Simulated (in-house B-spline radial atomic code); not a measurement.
RPA and G0W0 for neutral krypton, [Ar] 3d10 4s2 4p6, as one setting changes: the share of exact exchange in the PBE hybrid start. A dash marks a level of low quasi-particle weight. Computed with a B-spline radial code for spherical atoms: all electrons, scalar-relativistic (spin-free one-electron X2C), finite nucleus, each spin shell either full or empty, empty states to l = 9 with an (l + 1/2)⁻⁴ tail; G0W0 by contour deformation at full frequency.

```csv
share of exact exchange in the PBE hybrid start,mean-field level (eV),G0W0 level (eV),RPA correlation (Eh)
0,-9.246,4p -13.942,-2.6487
0.1,-9.840,4p -14.069,-2.6199
0.2,?,?,?
0.3,-11.036,4p -14.243,-2.5657
0.4,-11.638,4p -14.303,-2.54
0.5,?,?,?
0.6,-12.850,4p -14.388,-2.4913
0.7,-13.459,4p -14.417,-2.4681
0.8,-14.069,4p -14.440,-2.4456
0.9,-14.682,4p -14.458,-2.4237
1,-15.297,4p -14.472,-2.4025
```

Question: What belongs in the row for 0.5?

Answer: mean-field level (eV): -12.243; G0W0 level (eV): 4p -14.350; RPA correlation (Eh): -2.5152.

Question: What belongs in the row for 0.2?

Answer: mean-field level (eV): -10.437; G0W0 level (eV): 4p -14.167; RPA correlation (Eh): -2.5923.

Question: At what share of exact exchange does G0W0 leave the highest level unchanged?

Answer: Near 0.86, where the shift changes sign (-0.371 eV at 0.8, +0.224 eV at 0.9).
